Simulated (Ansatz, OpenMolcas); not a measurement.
## A ladder of methods for PF3 (phosphorus trifluoride)

PF3: 4 atoms, total charge 0, spin state singlet. As SMILES, `FP(F)F`. Geometry: relaxed at PBE0-D4/def2-TZVP.

```xyz
4

F     0.8344   -0.6632    0.8745
P    -0.2975    0.3146    0.3923
F    -1.0619   -0.6965   -0.5369
F     0.5250    1.0452   -0.7300
```

Quantity: the energy change with the P2–F3 bond stretched from 1.572 to 3.929 Å, in eV. The values are calculated.

| level | kind | program | value (eV) | less FCI/STO-3G | CPU time (all runs) |
| --- | --- | --- | --- | --- | --- |
| BLYP/STO-3G (restricted) | GGA | Ansatz | 4.83 | +2.14 | 2.8 s |
| PBE/STO-3G (restricted) | GGA | Ansatz | 4.98 | +2.29 | 3.1 s |
| wB97M-V/STO-3G (restricted) | range-separated hybrid | Ansatz | 7.31 | +4.62 | 57 s |
| B2PLYP/STO-3G (restricted) | double hybrid | Ansatz | 3.55 | +0.86 | 4 s |
| CASPT2(2,2)/STO-3G | multireference | OpenMolcas | 2.65 | -0.04 | 3 s |
| MRCI(2,2)/STO-3G | multireference | OpenMolcas | 2.71 | +0.02 | 4 s |
| CCSDT(Q)/STO-3G (restricted) | coupled cluster or CI | Ansatz | 2.68 | -0.01 | 2 s |
| CCSDT/STO-3G (restricted) | coupled cluster or CI | Ansatz | 2.74 | +0.05 | 1.8 s |
| FCI/STO-3G | exact in the basis | Ansatz | 2.69 | 0.00 | 4 s |

FCI/STO-3G is exact within its basis and frozen core, so for wave-function methods in that basis the difference is their error; functionals converge differently with the basis, so for them it is only a difference. The first shape isn't each level's own minimum. The values span 2.65 to 7.31 eV. All rows use very small basis sets, so even the best lies far from the true value. CPU times are rough (shared hosts, several kinds of processor): they show what a rung costs within a factor of a few.
